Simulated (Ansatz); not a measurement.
**PH (singlet): wave-function methods side by side, 6-31++G****

The task here is to estimate one member of a computed series from the others.

The runs use Ansatz 0.2.0, Gaussian basis; 6-31++G**, core rule «outside noble gas», up to 5 orbitals frozen.

Plan: UHF; CCSD(T) on RHF; CCSD(T) on UHF; BCCD(T) on RHF; CISD; CCSDT(Q) on RHF; CCSDT(Q) on UHF; CISDTQ; CCSDTQ on RHF; CASSCF and MRCISD+Q, 6 electrons in 5 orbitals; CASSCF and MRCISD+Q(relaxed), 6 electrons in 5 orbitals; CASSCF and NEVPT2, 6 electrons in 5 orbitals; Full CI.

18 further runs of the same task are left out: 9 that didn't finish, 9 set aside as unsound or not needed. Runs told in other sessions of the task aren't counted.

### The system

The geometry is a PBE0/def2-TZVPD stationary point (not a proven minimum) of the parent state, kept for this charge and spin.

2 atoms, charge 0, spin multiplicity 1.

Atoms are counted from 1 here; the program's logs count them from 0.

Bond lengths: P1–H2 1.443 Å.

Set-up of the first run:

File in.yaml:

```yaml
crystal:
  periodic: [false, false, false]
  atoms:
    - {symbol: P, position_ang: [0.000000, 0.000000, 0.000000]}
    - {symbol: H, position_ang: [0.000000, 0.000000, 1.442600]}
basis:
  gaussian: {orbitals: "6-31++G**"}
magnetization: {spin_polarized: true, initial_magnetization: 0}
hamiltonian: {xc: hf}
output: {orbitals: {seedname: orbitals}}
```

On the command line:

```bash
ansatz run in.yaml --threads 1 --pin off --events-out ev --progress --plain --max-ram 2393MiB
```

Steps of the session up to this table: UHF; CCSD(T) on RHF; CCSD(T) on UHF; BCCD(T) on RHF; CISD; CCSDT(Q) on RHF; CCSDT(Q) on UHF; CISDTQ; CCSDTQ on RHF; CASSCF and MRCISD+Q, 6 electrons in 5 orbitals; CASSCF and MRCISD+Q(relaxed), 6 electrons in 5 orbitals; CASSCF and NEVPT2, 6 electrons in 5 orbitals; Full CI.

One table of the session follows, with a row left open; its other results are not shown here.

It belongs to the step «Misses and costs». 

```
                   method  from FCI (meV)
                      RHF         +3504.3
                     RMP2         +1114.3
                     CISD          +500.7
                    RCCSD          +308.3
                 RCCSD(T)          +159.3
                  BCCD(T)          +162.4
                   RCCSDT            +5.7
                   CISDTQ               ?
                RCCSDT(Q)            -2.3
                  RCCSDTQ             0.0
           CASSCF valence         +2453.1
           NEVPT2 valence          +622.3
           MRCISD valence          +102.0
         MRCISD+Q valence           -11.5
MRCISD+Q(relaxed) valence           -22.1
                      FCI               0
```

Estimate the missing values for CISDTQ.

As computed: from FCI (meV): +20.2. In the column «from FCI (meV)» it lies between RCCSDT (+5.7) and MRCISD valence (+102.0).

Left out of the table: UHF, UMP2, UCCSD, UCCSD(T), UCCSDT, UCCSDT(Q) (another determinant or state than the rows shown). UCCSDT(Q) lies 1.21 eV below the table's zero, so the state tabled may not be the lowest.

Caveats from the session: The report flags that the cluster equations may have other roots. The program flags RCCSDT(Q), RCCSDTQ as in doubt, so those rows may rest on another solution. RCCSDT(Q), MRCISD+Q valence, MRCISD+Q(relaxed) valence fall below full CI, which methods that aren't variational can do.
